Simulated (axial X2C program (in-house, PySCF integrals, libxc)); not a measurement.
# A two-component session on PF⁻: EOM-EA-CCSD levels

Aim: EOM-EA-CCSD levels of PF⁻, with spin–orbit coupling in the Hamiltonian from the start.

The runs use an in-house X2C program for linear molecules on PySCF integrals; two-component X2C with atomic mean-field terms, P dyall-av3z, F dyall-av3z.

All values are calculated.

### 1 Set-up

File task.json:

```json
{"zs": [15, 9], "q": -1, "bas": ["dyall-av3z", "dyall-av3z"], "r0": 1.75, "eom": "ea", "thr": -2.0, "nmax": 92, "grid": [1, 0.96, 1.045, 0.92, 1.09, 1.15], "rq": 0}
```

Keys: zs atomic numbers; q charge; bas basis sets; r0 starting distance in Å; eom kind of EOM run; thr threshold in hartree for freezing inner shells (an s shell follows its p shell); nmax most natural virtual spinors; grid distances as factors.

Command:

```console
$ python soeom.py task.json out
```

The runs that follow: EOM-EA-CCSD at 1.608 Å.

Q: Predict the outcome of this session. Wanted: next root led by one particle; T1 of the reference.

**Answer**, as computed:

```
                     quantity                             value
       lowest root at 1.608 Å                 Ω = 3/2, 0.838 eV
next root led by one particle  Ω = 1/2, about 14220 cm⁻¹ higher
          T1 of the reference                             0.016
```

In words: The added electron is bound by 0.84 eV in a spinor of 83% P pπ, 8% F pπ. The closed-shell reference lies 1.00 eV above the lowest determinant found, so these energies count from an excited configuration. Errors of 0.1 to 0.3 eV are usual at this size, and roots led by higher excitations are left out, so the list is incomplete, and low states of that kind can be missing. T1 or the largest double amplitude of the reference is raised, which lowers the reliability.
